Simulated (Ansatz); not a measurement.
Gas-phase electronic energies from Ansatz, PBE0-D4/def2-TZVP geometries. CCSD(T)/CBS adds triple-zeta CCSD(T) − MP2 to the extrapolated MP2 energy (def2 sets, frozen cores). DFT in def2-TZVPP. HSE06 is defined as in plane-wave codes. One conformer a species, not always the lowest.

`OCC#CS` → `O=C1CSC1`  (isomerisation)

| level | ΔE (kcal/mol) |
| --- | --- |
| HSE06-D4 | -36.8 |
| PBE-QIDH | -35.9 |
| r2SCAN0 | -35.6 |
| CCSD/def2-TZVPP | -32.4 |

(1) What does CCSD(T)/CBS give? (Estimate.)

Largest T1 diagnostic among the species: 0.015.

## Answers

(1) Computed: -32.5 kcal/mol. The listed levels differ from it by -4.3, -3.4, -3.1, 0.1 kcal/mol.

Leaving LDA and LC-ωPBE aside and taking each functional with its dispersion term where it has one, the values, not all of them listed here, spread over 6.4 kcal/mol, from revPBE-D4 to B2PLYP. LDA lies −1.8 kcal/mol from PBE without D4. At CCSD(T), def2-SVP lies −1.7 kcal/mol from the extrapolated value and def2-TZVPP −0.4 kcal/mol.
